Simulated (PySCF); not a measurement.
# BCl (SMILES [B]Cl) at MP2/STO-3G

Aim: the vertical ionisation energy of BCl at MP2/STO-3G, from 2 runs. 

The results are computed with PySCF 2.14.0.

### Step 1. The structure to begin with

The species is BCl (2 atoms), meant as a singlet with charge 0. SMILES: `[B]Cl`. The shape is that of a PBE0-D4/def2-TZVP optimisation.

Bond lengths: B1–Cl2 1.718 Å.

### Step 2. A single-point energy at MP2/STO-3G

File calc.py:

```python
from pyscf import gto, scf, mp

mol = gto.M(
    atom='B -0.000000 -0.000000 -0.069660; Cl 0.000000 0.000000 1.648190',
    max_memory=1860,
    charge=0,
    basis='sto-3g',
    verbose=4,
)

calc0 = scf.RHF(mol)
calc0.conv_tol = 1e-10
calc0.kernel()
if not calc0.converged:
    calc0 = calc0.newton().run(calc0.mo_coeff, calc0.mo_occ)

pt = mp.MP2(calc0, frozen=6).run()
etot = pt.e_tot
print(f'total energy: {etot:.8f} hartree')
```

Command:

```
OMP_NUM_THREADS=1 python calc.py
```

Output:

```text
PySCF version 2.14.0

[INPUT] num. atoms = 2
[INPUT] num. electrons = 22
[INPUT] charge = 0
[INPUT] spin (= nelec alpha-beta = 2S) = 0
[INPUT] symmetry False subgroup None
[INPUT] Mole.unit = angstrom
[INPUT] Symbol           X                Y                Z      unit          X                Y                Z       unit  Magmom
[INPUT]  1 B      0.000000000000   0.000000000000  -0.069660000000 AA    0.000000000000   0.000000000000  -0.131638321837 Bohr   0.0
[INPUT]  2 Cl     0.000000000000   0.000000000000   1.648190000000 AA    0.000000000000   0.000000000000   3.114627701247 Bohr   0.0

nuclear repulsion = 26.183929288471
number of shells = 8
number of NR pGTOs = 42
number of NR cGTOs = 14
basis = sto-3g
ecp = {}

******** <class 'pyscf.scf.hf.RHF'> ********
method = RHF
initial guess = minao
damping factor = 0
level_shift factor = 0
DIIS = <class 'pyscf.scf.diis.CDIIS'>
diis_start_cycle = 1
diis_space = 8
diis_damp = 0
SCF conv_tol = 1e-10
SCF conv_tol_grad = None
SCF max_cycles = 50
direct_scf = True
direct_scf_tol = 1e-13
Set gradient conv threshold to 1e-05
Initial guess from minao.
init E= -478.574377432482
  HOMO = -0.196734610577959  LUMO = 0.175816404816735  gap/eV = 10.13763
cycle= 1 E= -478.821603824885  delta_E= -0.247  |g|= 0.224  |ddm|= 1.63
  HOMO = -0.335722467667573  LUMO = 0.191674865141883  gap/eV = 14.35121
cycle= 2 E= -478.849485136493  delta_E= -0.0279  |g|= 0.0483  |ddm|= 0.641
  HOMO = -0.301379977806382  LUMO = 0.237803866532605  gap/eV = 14.67194
cycle= 3 E= -478.850776490138  delta_E= -0.00129  |g|= 0.0129  |ddm|= 0.0908
  HOMO = -0.302655013724494  LUMO = 0.237945014584659  gap/eV = 14.71048
cycle= 4 E= -478.850942522257  delta_E= -0.000166  |g|= 0.00191  |ddm|= 0.0625
  HOMO = -0.302480894155605  LUMO = 0.237710500400029  gap/eV = 14.69936
cycle= 5 E= -478.850946374843  delta_E= -3.85e-06  |g|= 0.000304  |ddm|= 0.00832
  HOMO = -0.302567896450882  LUMO = 0.237795075292698  gap/eV = 14.70403
cycle= 6 E= -478.850946424009  delta_E= -4.92e-08  |g|= 2.91e-05  |ddm|= 0.000836
  HOMO = -0.302557491007541  LUMO = 0.237785436657507  gap/eV = 14.70348
cycle= 7 E= -478.85094642486  delta_E= -8.51e-10  |g|= 7.57e-07  |ddm|= 0.000104
  HOMO = -0.302557577962914  LUMO = 0.237785192165515  gap/eV = 14.70348
cycle= 8 E= -478.85094642486  delta_E= 1.14e-13  |g|= 9.61e-08  |ddm|= 1.65e-06
  HOMO = -0.302557613367494  LUMO = 0.237785210712735  gap/eV = 14.70348
Extra cycle  E= -478.850946424861  delta_E= -3.41e-13  |g|= 3.36e-08  |ddm|= 2.16e-07
converged SCF energy = -478.850946424861

******** <class 'pyscf.mp.mp2.RMP2'> ********
nocc = 5, nmo = 8
frozen orbitals 6
E(RMP2) = -478.890384782211  E_corr = -0.0394383573505459
E(SCS-RMP2) = -478.893195533025  E_corr = -0.0422491081641895
E_corr(same-spin) = -0.00585798537284485
E_corr(oppo-spin) = -0.0335803719777011
total energy: -478.89038478 hartree
```

Run time: 0.76 s. Hardware: 1 thread of Arm Neoverse V1, shared host; peak memory 0.12 GiB.

### Step 3. The doublet cation at the same level

File input.xyz:

```xyz
2

B      0.000000     0.000000    -0.069660
Cl     0.000000     0.000000     1.648190
```

File calc.py:

```python
from pyscf import gto, mp

mol = gto.M(
    atom='input.xyz',
    basis='sto-3g',
    charge=1,
    max_memory=1860,
    spin=1,
    verbose=3,
)

mf = mol.UHF()
mf.conv_tol = 1e-10
mf.kernel()
if not mf.converged:
    mf = mf.newton().run(mf.mo_coeff, mf.mo_occ)

pt = mp.MP2(mf, frozen=6).run()
etot = pt.e_tot
print('E(%s) = %.9f' % ('MP2', etot))
```

Command:

```
OMP_NUM_THREADS=1 python calc.py
```

Output:

```text
converged SCF energy = -478.580542757279  <S^2> = 0.76308837  2S+1 = 2.0130458
E(UMP2) = -478.623651376353  E_corr = -0.0431086190741392
E(SCS-UMP2) = -478.622788295072  E_corr = -0.042245537793179
E(MP2) = -478.623651376
```

Run time: 0.76 s. Hardware: 1 thread of Arm Neoverse V1, shared host; peak memory 0.12 GiB.

### Step 4. Results

Level: MP2/STO-3G, 6 core orbitals frozen.

| quantity | value |
| --- | --- |
| singlet BCl: total energy | -478.89038 Eh |
| singlet BCl: dipole moment (Hartree–Fock density) | 0.33 D |
| singlet BCl: HOMO energy (Hartree–Fock orbitals) | -8.23 eV |
| singlet BCl: LUMO energy (Hartree–Fock orbitals) | 6.47 eV |
| singlet BCl: HOMO–LUMO gap (Hartree–Fock orbitals) | 14.70 eV |
| singlet BCl: correlation energy (6 core orbitals frozen) | -39.4 mEh |
| doublet cation: total energy | -478.62365 Eh |
| doublet cation: HOMO energy (Hartree–Fock orbitals) (highest over α and β) | -20.98 eV |
| doublet cation: LUMO energy (Hartree–Fock orbitals) (lowest over α and β) | -6.45 eV |
| doublet cation: correlation energy (6 core orbitals frozen) | -43.1 mEh |
| doublet cation: ⟨S²⟩ of the reference determinant | 0.763 |
| vertical ionisation energy (to the doublet cation) | 7.258 eV |

What this shows: Removing an electron at fixed nuclei costs 7.26 eV (167 kcal/mol). In a minimal basis such a difference can be off by several eV, whatever the method.
